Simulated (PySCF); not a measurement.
Species: C2H2F3N.
Atom-mapped SMILES: `[H]/[N:1]=[CH:2]/[C:3]([F:4])([F:5])[F:6]` (hydrogens: H7 on N1; H8 on C2)

Computed, not measured: PySCF, PBE0-D3(BJ)/def2-SVP geometry optimisation, gas phase.

**Question.** Give the optimised bond lengths and angles.

**Answer.** 
```csv
bond,length (bohr)
N1=C2,2.380
C2–C3,2.857
C3–F4,2.494
"C3–F5, C3–F6",2.528
N1–H7,1.936
C2–H8,2.089
```

Bonds in one row agree within 0.02 bohr and their mean is given. A selection of angles:
```csv
angle,degrees
C2–N1–H7,110.6
N1–C2–C3,120.4
N1–C2–H8,126.6
C3–C2–H8,113.0
C2–C3–F4,113.0
C2–C3–F5,109.4
F4–C3–F5,108.6
F5–C3–F6,107.4
```

Dihedral angles: N1–C2–C3–F4 2° (synperiplanar); H7–N1–C2–C3 180° (antiperiplanar).

N1 (imine nitrogen) is bent (angle 110.6°).

No frequency check.
